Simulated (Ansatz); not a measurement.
**A relaxation, step by step**

BNH4S, closed shell, B3LYP-D4/6-31G (Ansatz 0.2.0). Settings:

```yaml
hamiltonian: {xc: {name: B3LYP}, dispersion: d4}
relax: {f_tol: 0.01, max_steps: 60, escape_saddle: false}
```

Start, the saddle point found with PBE0-D4 in triple zeta (not stationary at another level):

```xyz
7
angstrom
B -0.6695 0.0585 -0.4650
N 0.5603 0.2727 0.4352
S -0.6982 -1.6605 -0.7321
H 0.5008 -1.0705 0.2002
H -1.3745 0.9457 -0.8359
H 1.3126 0.8230 0.0311
H 0.3685 0.6309 1.3664
```

```tsv
step	energy less the last (meV)	largest force component (eV/Å)
1	1119.7	1.519
2	1020.8	0.758
3	904.3	1.524
4	517.1	2.211
5	289.4	2.705
6	81.4	1.047
7 (rejected trial)	311.2	2.410
8	2.8	0.201
9	1.4	0.169
10	0.1	0.014
11	0.0	0.021
12	0.0	0.000
```

Step 4, positions (Å) and forces (eV/Å):

| atom | x | y | z | Fx | Fy | Fz |
| --- | --- | --- | --- | --- | --- | --- |
| B1 | -0.739 | 0.067 | -0.513 | -0.144 | -1.944 | -0.377 |
| N2 | 0.546 | 0.259 | 0.423 | 0.604 | -2.071 | 0.126 |
| S3 | -0.834 | -1.723 | -0.837 | -0.208 | 1.416 | 0.055 |
| H4 | 0.705 | -0.894 | 0.370 | 0.063 | 2.211 | 0.363 |
| H5 | -1.411 | 0.965 | -0.859 | 0.016 | 0.340 | 0.059 |
| H6 | 1.352 | 0.761 | 0.022 | -0.311 | -0.006 | 0.092 |
| H7 | 0.381 | 0.564 | 1.394 | -0.020 | 0.053 | -0.319 |

Step 6, positions (Å) and forces (eV/Å):

```
atom       x       y       z      Fx      Fy      Fz
  B1  -0.771  -0.109  -0.561  -0.129   1.047   0.060
  N2   0.554   0.208   0.422   0.444  -0.821   0.195
  S3  -1.052  -1.766  -0.997   0.093   0.526   0.141
  H4   0.942  -0.737   0.560   0.059   0.088   0.055
  H5  -1.249   1.014  -0.737  -0.032  -0.961  -0.161
  H6   1.272   0.794  -0.027  -0.362   0.032   0.057
  H7   0.304   0.597   1.341  -0.074   0.089  -0.348
```

Step 11, positions (Å) and forces (eV/Å):

```
atom       x       y       z      Fx      Fy      Fz
  B1  -0.747  -0.073  -0.541  -0.011  -0.005   0.021
  N2   0.568   0.177   0.427   0.004   0.000  -0.007
  S3  -1.057  -1.709  -0.990   0.004   0.001  -0.006
  H4   0.973  -0.754   0.578  -0.001  -0.002   0.000
  H5  -1.277   0.972  -0.763   0.002   0.003  -0.009
  H6   1.248   0.792  -0.030   0.002   0.002   0.002
  H7   0.291   0.595   1.320  -0.001   0.001  -0.002
```

Last step (12):

```
atom    x (Å)    y (Å)    z (Å)
  B1  -0.7480  -0.0731  -0.5395
  N2   0.5680   0.1771   0.4269
  S3  -1.0558  -1.7091  -0.9914
  H4   0.9724  -0.7541   0.5786
  H5  -1.2770   0.9719  -0.7636
  H6   1.2479   0.7911  -0.0311
  H7   0.2925   0.5961   1.3200
```

The run took about 8.5 s on 2 CPU threads of an Arm Neoverse V2 (shared host).
